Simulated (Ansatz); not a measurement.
# PH3 (singlet): the correlation ladder, aug-cc-pVDZ

The task here is to estimate one member of a computed series from the others.

Computed with Ansatz 0.2.0, Gaussian basis. Level: aug-cc-pVDZ, core rule «outside noble gas», up to 5 orbitals frozen.

To be run: UHF; CCSD(T) on RHF; BCCD(T) on RHF; CISD; CCSDT(Q) on RHF; CASSCF and MRCISD+Q, 8 electrons in 7 orbitals; CASSCF and NEVPT4(SD), 8 electrons in 7 orbitals; CASSCF and NEVPT2, 8 electrons in 7 orbitals.

21 further runs of the same task are left out: 5 for a known fault of the program, 5 that didn't finish, 11 set aside as unsound or not needed.

## The system

The geometry is a PBE0/def2-TZVPD stationary point (not a proven minimum) of the parent state, kept for this charge and spin.

4 atoms, charge 0, spin multiplicity 1.

Atoms are counted from 1 here; the program's logs count them from 0.

Bond lengths: P1–H2 1.439 Å, P1–H3 1.439 Å, P1–H4 1.439 Å. Angles: H2–P1–H3 93.3°, H2–P1–H4 93.3°, H3–P1–H4 93.3°.

Set-up of the first run:

in.yaml reads:

```yaml
crystal:
  periodic: [false, false, false]
  atoms:
    - {symbol: P, position_ang: [0.001751, 0.002274, -0.069394]}
    - {symbol: H, position_ang: [1.190325, -0.014566, 0.741584]}
    - {symbol: H, position_ang: [-0.630487, 1.018495, 0.729511]}
    - {symbol: H, position_ang: [-0.613631, -1.073821, 0.661360]}
basis:
  gaussian: {orbitals: aug-cc-pVDZ}
magnetization: {spin_polarized: true, initial_magnetization: 0}
hamiltonian: {xc: hf}
output: {orbitals: {seedname: orbitals}}
```

Run with:

```sh
$ ansatz run in.yaml --threads 1 --pin off --events-out ev --progress --plain --max-ram 2393MiB
```

Among the steps run: UHF; CCSD(T) on RHF; BCCD(T) on RHF; CISD; CCSDT(Q) on RHF; CASSCF and MRCISD+Q, 8 electrons in 7 orbitals; CASSCF and NEVPT4(SD), 8 electrons in 7 orbitals; CASSCF and NEVPT2, 8 electrons in 7 orbitals.

One of the session's tables, all rows but one given; the rest of the session is left out.

```
            method  from RCCSDT(Q) (meV)
               RHF               +4830.7
              RMP2                +958.5
              CISD                +408.8
             RCCSD                +155.2
          RCCSD(T)                     ?
           BCCD(T)                 +26.0
            RCCSDT                  +5.9
         RCCSDT(Q)                     0
    CASSCF valence               +3455.8
    NEVPT2 valence                +898.8
NEVPT4(SD) valence                +115.5
    MRCISD valence                +212.1
  MRCISD+Q valence                  +7.7
```

Q: Estimate the row for RCCSD(T) from the others.

As computed: from RCCSDT(Q) (meV): +26.1. In the column «from RCCSDT(Q) (meV)» it lies between BCCD(T) (+26.0) and NEVPT4(SD) valence (+115.5).
